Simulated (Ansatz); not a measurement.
bcc W, treated with r²SCAN+SOC in Ansatz (plane waves, PAW).

Settings: plane-wave cutoff 560 eV, 24×24×24 k mesh, Fermi–Dirac smearing 0.05 eV, PAW data made under PBE.

Cell (relaxed at this level):

```yaml
crystal:
  lattice:
    - [-1.58483, 1.58483, 1.58483]
    - [1.58483, -1.58483, 1.58483]
    - [1.58483, 1.58483, -1.58483]
  atoms:
    - { symbol: W, position: [0.00000, 0.00000, 0.00000] }
```

What does this level give for the bulk modulus B0 and pressure derivative B′ of the bulk modulus?


- bulk modulus B0: 319 GPa
- pressure derivative B′ of the bulk modulus: 4.2

The run finds no gap.

Measured, for comparison: bulk modulus 312 GPa (zero-point energy and finite temperature contributions removed, our sources range from 300 to 328; as tabulated in doi:10.1021/acs.jctc.3c00612). Computed (rounded) less measured: bulk modulus +2 % (inside the range of the sources held).

Computed values are for the static lattice.

It cost roughly 14 core-minutes of CPU time.

Ansatz is an electronic-structure program.
